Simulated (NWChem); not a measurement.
Everything below was run with NWChem. System: F (-1), charge -1, spin multiplicity 1. Level: B2PLYP/aug-cc-pVTZ, 1 core orbitals frozen.

Output (cleaned and shortened):

```
             Northwest Computational Chemistry Package (NWChem) 7.3.0
             --------------------------------------------------------

                                NWChem Input Module
                                -------------------

 Scaling coordinates for geometry "geometry" by  1.889725989
 (inverse scale =  0.529177249)

                             Geometry "geometry" -> ""
                             -------------------------

 Output coordinates in angstroms (scale by  1.889725989 to convert to a.u.)

  No.       Tag          Charge          X              Y              Z
 ---- ---------------- ---------- -------------- -------------- --------------
    1 F                    9.0000     0.00000000     0.00000000     0.00000000

 Effective nuclear repulsion energy (a.u.)       0.0000000000

            Nuclear Dipole moment (a.u.)
            ----------------------------
        X                 Y               Z
 ---------------- ---------------- ----------------
     0.0000000000     0.0000000000     0.0000000000

      Symmetry information
      --------------------

 Group name             D2h
 Group number             26
 Group order               8
 No. of unique centers     1

      Symmetry unique atoms

     1


 Summary of "ao basis" -> "" (spherical)
 ------------------------------------------------------------------------------
       Tag                 Description            Shells   Functions and Types
 ---------------- ------------------------------  ------  ---------------------
 *                        aug-cc-pvtz                 on all atoms

  dft_input: which_mp2 not specified, using semidirect MP2 by default.

                                 NWChem DFT Module
                                 -----------------

 Summary of "ao basis" -> "ao basis" (spherical)
 ------------------------------------------------------------------------------
       Tag                 Description            Shells   Functions and Types
 ---------------- ------------------------------  ------  ---------------------
 F                        aug-cc-pvtz               14       46   5s4p3d2f

 Summary of "ao basis" -> "ao basis" (spherical)
 ------------------------------------------------------------------------------
       Tag                 Description            Shells   Functions and Types
 ---------------- ------------------------------  ------  ---------------------
 F                        aug-cc-pvtz               14       46   5s4p3d2f
[...]
    10      0.433328  1 F  py                 7      0.368419  1 F  py
    13      0.352494  1 F  py                16      0.146262  1 F  py

 Vector    5  Occ=2.000000D+00  E=-7.178696D-02  Symmetry=b3u
              MO Center=  5.1D-16, -1.9D-32, -1.9D-32, r^2= 6.6D-01
   Bfn.  Coefficient  Atom+Function         Bfn.  Coefficient  Atom+Function
  ----- ------------  ---------------      ----- ------------  ---------------
     9      0.433328  1 F  px                 6      0.368419  1 F  px
    12      0.352494  1 F  px                15      0.146262  1 F  px

 Vector    6  Occ=0.000000D+00  E= 3.908160D-01  Symmetry=b1u
              MO Center=  3.8D-35,  2.1D-34,  6.6D-23, r^2= 5.5D+00
   Bfn.  Coefficient  Atom+Function         Bfn.  Coefficient  Atom+Function
  ----- ------------  ---------------      ----- ------------  ---------------
    17      1.181251  1 F  pz                14     -0.467830  1 F  pz
     8     -0.140880  1 F  pz                11     -0.089298  1 F  pz

 Vector    7  Occ=0.000000D+00  E= 3.908160D-01  Symmetry=b3u
              MO Center= -5.1D-23, -1.4D-34,  6.1D-34, r^2= 5.5D+00
   Bfn.  Coefficient  Atom+Function         Bfn.  Coefficient  Atom+Function
  ----- ------------  ---------------      ----- ------------  ---------------
    15      1.181251  1 F  px                12     -0.467830  1 F  px
     6     -0.140880  1 F  px                 9     -0.089298  1 F  px

 Vector    8  Occ=0.000000D+00  E= 3.908160D-01  Symmetry=b2u
              MO Center=  5.2D-34,  1.4D-24,  1.1D-33, r^2= 5.5D+00
   Bfn.  Coefficient  Atom+Function         Bfn.  Coefficient  Atom+Function
  ----- ------------  ---------------      ----- ------------  ---------------
    16      1.181251  1 F  py                13     -0.467830  1 F  py
     7     -0.140880  1 F  py                10     -0.089298  1 F  py

                   NWChem MP2 Semi-direct Energy/Gradient Module
                   ---------------------------------------------

  Basis functions       =     46
  Molecular orbitals    =     46
  Frozen core           =      1
  Frozen virtuals       =      0
  Active alpha occupied =      4
  Active beta occupied  =      4
  Active alpha virtual  =     41
  Active beta virtual   =     41
  Use MO symmetry       = T
  Use skeleton AO sym   = T

  AO/Fock/Back tols     =   1.0D-09  1.0D-09  1.0D-09

 GA uses MA = F    GA memory limited = T

 Available:
  local mem=  4.43D+07
 global mem=  1.44D+08
 local disk=  0.00D+00
  mp2_memr nvloc                    41
  nvloc new                    41
   1 passes of   4:        3145728                      12513                    606448.
   1 passes of   4: M     44324829           G      144174968           F      41179101.

 Semi-direct pass number   1 of   1  for RHF alpha+beta  at        0.3s
  vrange nnbf                  1081
  mp2_eaftype                    10  avail_ma_in_mb                   386
 EAF : mp2_eaftype filesize          10     303224.
  mp2_eaf for mointskh                     10
Node 0 wrote      1.4 Mb in      0.0 s     Agg I/O rate:  1871.7 Mb/s
 Done moints_semi at        0.4s
  mp2_eaftype                    10  avail_ma_in_mb                   386
 EAF : mp2_eaftype filesize          10     303224.
  mp2_eaf for kh                    10
 Done maket at        0.4s
 Done multipass loop at        0.4s

          -------------------------------------------
          DFT energy                     -99.747435436746
          Unscaled MP2 energy             -0.354497141612
          Total DFT+MP2 energy           -99.843149664981
          -------------------------------------------

 -----------------------
 Performance information
 -----------------------

 Timer overhead =  1.26D-07 seconds/call

               Nr. of calls         CPU time (s)                 Wall time (s)                GFlops
             ---------------    -------------------     ------------------------------   -------------------
Name         Min   Avg   Max    Min     Avg     Max     Min     Avg     Max   Mx/calls   Min     Max     Sum
mp2: moin     1     1     1   0.12    0.12    0.12     0.12    0.12    0.12    0.12      0.0     0.0     0.0
mp2: make     1     1     1   5.20E-3 5.20E-3 5.20E-3  5.20E-3 5.20E-3 5.20E-3 5.20E-3   0.0     0.0     0.0
mp2: tota     1     1     1   0.15    0.15    0.15     0.15    0.15    0.15    0.15      0.0     0.0     0.0

 The average no. of pstat calls per process was 3.00D+00
 with a timing overhead of 3.78D-07s

 Task  times  cpu:        0.4s     wall:        0.4s

 Total times  cpu:        0.4s     wall:        0.4s
```

### Question
Write an NWChem input that would produce this output.

### Answer
This is not unique; one that fits is 
```
start mol
memory heap 200 mb stack 900 mb global 1100 mb
charge -1
geometry units angstroms nocenter noautoz
  F      0.000000     0.000000     0.000000
  symmetry group D2h
end
basis spherical
  * library aug-cc-pvtz
end
dft
  xc hfexch 0.53 becke88 0.47 lyp 0.73 mp2 0.27
  dftmp2
  semidirect memsize 60000000 filesize 0
  iterations 100
end
mp2
  freeze core 1
end
task dft energy
```
